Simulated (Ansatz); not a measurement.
in.yaml

```yaml
crystal:
  periodic: [false, false, false]
  atoms:
    - {symbol: Ge, position_ang: [-0.010851, -0.061884, 0.847878]}
    - {symbol: N, position_ang: [-0.011685, 1.004094, -0.944830]}
    - {symbol: Si, position_ang: [0.036279, -0.412489, -1.683597]}
    - {symbol: H, position_ang: [-0.066497, 2.000300, -1.062789]}
basis:
  gaussian: {orbitals: cc-pVDZ}
magnetization: {spin_polarized: true, initial_magnetization: 2}
correlation: {method: ccsd_t, electrons: outside_noble_gas}
output: {forces: true}
```

```sh
$ ansatz run in.yaml --threads 1 --pin off --events-out ev --progress --plain --max-ram 2393MiB
```

The program prints:

```
694 factors; integrals over basis functions are off by at most 1.3e-3 eV
mean field evaluation 1: about -65827.5652 eV, gradient 2.5e1 eV
mean field evaluation 2: about -65827.5702 eV, gradient 2.5e1 eV
mean field evaluation 4: about -65830.8096 eV, gradient 2.6e0 eV
mean field evaluation 8: about -65831.0945 eV, gradient 1.9e-1 eV
mean field evaluation 16: about -65827.5685 eV, gradient 2.5e1 eV
mean field evaluation 32: about -65830.3029 eV, gradient 6.7e0 eV
mean field evaluation 64: about -65829.8713 eV, gradient 2.1e0 eV
mean field evaluation 96: about -65829.6491 eV, gradient 1.7e0 eV
mean field -65831.09706124 eV, -2419.2481950804 hartree, gradient 2.5e-6 eV, S^2 2.064943; 3 other end points of the search recorded, 0 dependent functions left out
20 core orbitals not correlated: weight in the atoms' cores, before any rotation towards them, 0.999 or more for the frozen orbitals, at most 0.001 for the correlated occupied ones
reference -65831.09706124 eV, -2419.2481950804 hartree; 8, 6 occupied and 36, 38 virtual orbitals, 694 factors
second order -8.17051244 eV of doubles, -0.00000000 eV of singles
cycle   1  -8.47945267 eV  change   -3.1e-1 eV  update   1.1e-1
cycle   2  -8.84187356 eV  change   -3.6e-1 eV  update   4.1e-2
cycle   3  -8.96807458 eV  change   -1.3e-1 eV  update   2.6e-2
cycle   4  -8.96619700 eV  change    1.9e-3 eV  update   9.1e-3
cycle   5  -8.96983507 eV  change   -3.6e-3 eV  update   4.6e-3
cycle   6  -8.97063351 eV  change   -8.0e-4 eV  update   1.8e-3
cycle   7  -8.97049654 eV  change    1.4e-4 eV  update   8.8e-4
cycle   8  -8.97089722 eV  change   -4.0e-4 eV  update   5.3e-4
cycle   9  -8.97095113 eV  change   -5.4e-5 eV  update   3.4e-4
cycle  10  -8.97090073 eV  change    5.0e-5 eV  update   1.9e-4
cycle  11  -8.97096336 eV  change   -6.3e-5 eV  update   8.6e-5
cycle  12  -8.97092629 eV  change    3.7e-5 eV  update   3.6e-5
cycle  13  -8.97093379 eV  change   -7.5e-6 eV  update   1.3e-5
cycle  14  -8.97092240 eV  change    1.1e-5 eV  update   7.3e-6
cycle  15  -8.97092101 eV  change    1.4e-6 eV  update   3.7e-6
cycle  16  -8.97092256 eV  change   -1.5e-6 eV  update   2.0e-6
cycle  17  -8.97092276 eV  change   -2.0e-7 eV  update   1.1e-6
cycle  18  -8.97092325 eV  change   -4.9e-7 eV  update   5.0e-7
perturbative correction -0.37792418 eV, -0.0138884576 hartree
the calculation of the forces begins
Total energy: -65840.44590868 eV, -2419.5917588868 hartree
Atom 0 at    -0.010851    -0.061884     0.847878 Å, force    -0.004133    -0.194398     0.933260 eV/Å
Atom 1 at    -0.011685     1.004094    -0.944830 Å, force    -0.076617     1.898609     0.726513 eV/Å
Atom 2 at     0.036279    -0.412489    -1.683597 Å, force     0.097356    -2.367288    -1.645593 eV/Å
Atom 3 at    -0.066497     2.000300    -1.062789 Å, force    -0.016606     0.663077    -0.014180 eV/Å
Dipole moment:    -0.011589     0.264556    -0.391883 e Å
```

Forces (eV/Å):
```
Ge  -0.004 -0.194  0.933
N   -0.077  1.899  0.727
Si   0.097 -2.367 -1.646
H   -0.017  0.663 -0.014
```

For the same geometry and basis UCCSDT(Q) lies 72.4 meV lower.

Ran on 1 thread of Arm Neoverse V1, shared host: 18 s wall, 0.22 GiB peak host memory.
